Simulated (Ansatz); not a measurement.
Geometry optimisation, RKS B3LYP/def2-SVP (Ansatz).

Input file:

```yaml
crystal:
  periodic: [false, false, false]
  atoms:
    - { symbol: B, position_ang: [-1.0392, 0.67058, -1.04872] }
    - { symbol: S, position_ang: [-0.75003, 0.02107, 0.64199] }
    - { symbol: C, position_ang: [0.90147, -0.76216, 0.5664] }
    - { symbol: H, position_ang: [-1.65794, 1.64846, -1.15542] }
    - { symbol: H, position_ang: [-0.65854, 0.03884, -1.94756] }
    - { symbol: H, position_ang: [-0.42527, 1.17125, 1.26734] }
    - { symbol: H, position_ang: [0.79931, -1.6856, 0.00167] }
    - { symbol: H, position_ang: [1.62386, -0.10638, 0.09133] }
    - { symbol: H, position_ang: [1.20634, -0.99605, 1.58297] }
total_charge: 1
basis:
  gaussian: { orbitals: def2-SVP }
hamiltonian:
  xc: b3lyp
relax:
  f_tol: 0.015
  max_steps: 40
output:
  orbitals: {}
```

Run as:

```bash
$ ansatz run input.yaml --threads 1 --pin off --max-ram 2048MiB --backend cpu --events-out ev --progress --plain --runs-dir out
```

Task: Where does it end, and by what steps?

Result: It converged. Limits of this set-up: the dipole of an ion depends on the origin. After 6 steps the energy has fallen by 0.095 eV; H8 moved furthest, 0.14 Å.

```tsv
step	energy less start (eV)	largest force component (eV/Å)	accepted
0	0.0000	0.760	yes
1	-0.0808	0.242	yes
2	-0.0797	0.449	no
3	-0.0934	0.127	yes
4	-0.0943	0.042	yes
5	-0.0946	0.025	yes
6	-0.0948	0.013	yes
```

```xyz
9
Properties=species:S:1:pos:R:3
B -1.085 0.688 -1.112
S -0.675 0.064 0.602
C 0.957 -0.778 0.588
H -1.720 1.698 -1.141
H -0.751 -0.026 -2.008
H -0.442 1.209 1.296
H 0.823 -1.672 -0.036
H 1.731 -0.115 0.185
H 1.163 -1.068 1.627
```

The run took 16 s on 1 thread of Intel(R) Xeon(R) Platinum 8375C CPU @ 2.90GHz (Ice Lake) (shared host), peak memory 0.15 GiB.
